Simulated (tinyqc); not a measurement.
Inside a calculation. Method: Hueckel theory of the pi electrons, for the molecule Clc1c[cH+]1 (SMILES; centres numbered as the heavy atoms are written). Computed by tinyqc, a small Python program that keeps every step. Settings: charge = 1. Command: `OMP_NUM_THREADS=1 python tinyqc.py 31172 31173 out.jsonl` (the two numbers bound the seeds that draw the settings). One thread of a shared host (Intel(R) Xeon(R) Processor @ 2.60GHz), about 0.01 s of CPU time with the checks.

## The Hueckel matrix

Centres:

| centre | z_r, pi electrons of the neutral centre | h |
|---|---|---|
| 1Cl | 2 | 2.000000 |
| 2C | 1 | 0.000000 |
| 3C | 1 | 0.000000 |
| 4C | 1 | 0.000000 |

Bonds:

| i | j | k |
|---|---|---|
| 1 | 2 | 0.400000 |
| 2 | 3 | 1 |
| 3 | 4 | 1 |
| 4 | 2 | 1 |

H_rr = alpha + h_r beta, H_rs = k_rs beta for bonded centres.

Hueckel matrix in units of beta (H = alpha + beta A):
```
          1Cl        2C        3C        4C
1Cl  2.000000  0.400000  0.000000  0.000000
2C   0.400000  0.000000  1.000000  1.000000
3C   0.000000  1.000000  0.000000  1.000000
4C   0.000000  1.000000  1.000000  0.000000
```

## Orbitals

pi electrons, sum of z_r less the charge = 4

Diagonalise; E = alpha + x beta with beta < 0, so the largest x are filled first; degenerate levels share their electrons. P = sum n_i c_ri c_si; each orbital has its largest coefficient positive (the first on a tie).

x values: 2.247944  1.787402  -1.000000  -1.035346

occupations: 2.000000  2.000000  0.000000  0.000000

coefficients:
```
          MO1        MO2        MO3        MO4
1Cl  0.729780   0.675163   0.000000  -0.107593
2C   0.452361  -0.358845   0.000000   0.816456
3C   0.362485  -0.455733   0.707107  -0.401138
4C   0.362485  -0.455733  -0.707107  -0.401138
```

charge and bond-order matrix P:
```
           1Cl        2C         3C         4C
1Cl   1.976847  0.175690  -0.086319  -0.086319
2C    0.175690  0.666801   0.655023   0.655023
3C   -0.086319  0.655023   0.678176   0.678176
4C   -0.086319  0.655023   0.678176   0.678176
```

## Energy, charges, bond orders

E = sum n x; q_r = z_r - P_rr; bond order p = P_rs; free valence = sqrt(3) - sum of p over the bonds of the atom.

pi energy = 4 alpha + this times beta = 8.070692

pi charges: 1Cl 0.023153, 2C 0.333199, 3C 0.321824, 4C 0.321824

Bond orders and lengths from R = 1.517 - 0.180 p (angstrom, C-C alone):

| bond | p | R |
|---|---|---|
| 1-2 | 0.175690 | - |
| 2-3 | 0.655023 | 1.399096 |
| 3-4 | 0.678176 | 1.394928 |
| 4-2 | 0.655023 | 1.399096 |

free valence of the carbons: 2C 0.246314, 3C 0.398851, 4C 0.398851

gap between the highest filled and the next level = 2.787402 |beta|
